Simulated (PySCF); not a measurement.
Several compounds and their computed core spectra got separated.

Computed, not measured: delta-SCF UKS SCAN, pcX-2 on the ionised atom, pcseg-1 elsewhere, spin-free X2C in PySCF 2.14.0. Geometries: PBE0-D3(BJ)/def2-SVP; isolated species, one conformer each.

Line lists (1s up to Mg, 2p3/2 beyond; areas count atoms within a level, one atom standing for each set equivalent by bonding):
1. C 1s: 282.33 (area 1), 282.80 (area 1), 286.34 (area 2), 286.45 (area 1) eV
2. O 1s: 538.61 eV; Si 2p3/2: 106.61 (area 1), 107.27 (area 1) eV
3. N 1s: 416.99 eV

Structures:
A. `[NH4+]`
B. `[C-]#CC(C)C`
C. `O[SiH2][SiH3]`

Q: Which list belongs to which compound?

A: 
- 1 = B: no other candidate has this set of levels. C 1s: 282.33 carbon bonded to C, 282.80 carbon bonded to 2 C, 286.34 methyl carbon (×2), 286.45 propargylic carbon.
- 2 = C: no other candidate has this set of levels. O 1s: 538.61 silanol oxygen; Si 2p3/2: 106.61 SiH3 silicon, 107.27 oxygen-bound silicon.
- 3 = A: no other candidate has this set of levels. N 1s: 416.99 ammonium nitrogen.

2p3/2 and 2p1/2 are the ΔSCF energy of one spin-free 2p hole plus the eigenvalues of a spin–orbit and ligand-field matrix of the shell. 1 of these hole states is spin-contaminated (⟨S²⟩ 0.90, against 0.75; counted from 0.85) and less certain.
